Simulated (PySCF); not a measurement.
# Working out the ionisation energy of F

F [He] 2s2 2p5 (2P) → F⁺ [He] 2s2 2p4 (3P). Calculation: PySCF 2.14, in dyall-acv3z; the spin-free X2C one-electron Hamiltonian (Gaussian nucleus). Frozen: nothing; the 5 highest virtual orbitals dropped. Energies in hartree (1 hartree = 27.21139 eV):

```json
{"part": "UHF", "F (lower)": "-99.503178", "F⁺ (upper)": "-98.928515"}
{"part": "CCSD correlation", "F (lower)": "-0.279914", "F⁺ (upper)": "-0.222766"}
{"part": "(T)", "F (lower)": "-0.004849", "F⁺ (upper)": "-0.002552"}
```

**Question.** What does Hartree-Fock give?

**Answer.** (-98.928515) − (-99.503178) = 0.574663 hartree = 15.637 eV.

**Question.** What do CCSD and CCSD(T) give?

**Answer.** The CCSD correlation energies differ by 0.057148 hartree = 1.555 eV and the triples by 0.002297 hartree = 0.063 eV, so CCSD gives 17.192 eV and CCSD(T) 17.255 eV.

Measured between the centres of the two terms (NIST): 17.427 eV, so CCSD(T) (valence and next inner shell) is off by -0.172 eV.

What remains against the reference includes basis incompleteness and higher excitations.
